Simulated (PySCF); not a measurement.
SMILES O=C=S (COS) (PBE0/def2-SVP optimised geometry):

```
3

O      1.360     0.000     0.000
C      0.204     0.000     0.000
S     -1.360     0.000     0.000
```

Calculation: PBE0/def2-TZVP (PySCF).

Q: What are the frontier orbital energies and the dipole moment?

A: HOMO-2 -13.30 eV, HOMO-1 -8.67 eV, HOMO -8.67 eV, LUMO -0.86 eV, LUMO+1 -0.86 eV; dipole moment 0.71 D.

On the same geometry PBE/def2-TZVP (PySCF 2.14.0) gives HOMO-2 -11.61 eV, HOMO-1 -7.44 eV, HOMO -7.44 eV, LUMO -1.84 eV, LUMO+1 -1.84 eV; dipole moment 0.68 D.

Meta-Löwdin charges at PBE0/def2-TZVP: O1 -0.26, C2 0.27, S3 -0.02.
